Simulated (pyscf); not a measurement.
HO–SiH₂–F (SMILES O[SiH2]F) + HO–SiH₃ (SMILES O[SiH3]) → HO–SiH₂–O–SiH₃ (SMILES O[SiH2]O[SiH3]) + HF (SMILES F), a four-centre exchange (singlet surface; F–Si, H–O broken, O–Si, F–H formed). PySCF, gas phase, ωB97X-D3(BJ)/def2-SVP geometries. Energies in kcal/mol from the separated reactants.

Small-basis levels: PySCF, no dispersion term, spherical d functions. 

Problem. Quick HF/STO-3G single points give ΔE‡ = 22.8 kcal/mol and ΔE = +5.7 kcal/mol. What does ωB97M-D3(BJ)/def2-TZVP give, and how far is the quick result from it?

Solution. ωB97M-D3(BJ)/def2-TZVP gives ΔE‡ = 22.3 kcal/mol and ΔE = +6.8 kcal/mol. HF/STO-3G lies 0.5 kcal/mol over it in the barrier and 1.1 kcal/mol under it in the reaction energy, so on this step it holds to within 3.0 kcal/mol. ωB97M-D3(BJ)/def2-TZVP has limits of its own. On the reactant side the descent ends in a complex (not fully relaxed), 4.3 kcal/mol under the separated species and 25.5 kcal/mol under the saddle at ωB97X-D3(BJ)/def2-TZVP. On the product side the descent ends in a complex, 7.8 kcal/mol under the separated species and 23.8 kcal/mol under the saddle at ωB97X-D3(BJ)/def2-TZVP. This is the saddle that the search found; another between the same sides may lie lower.
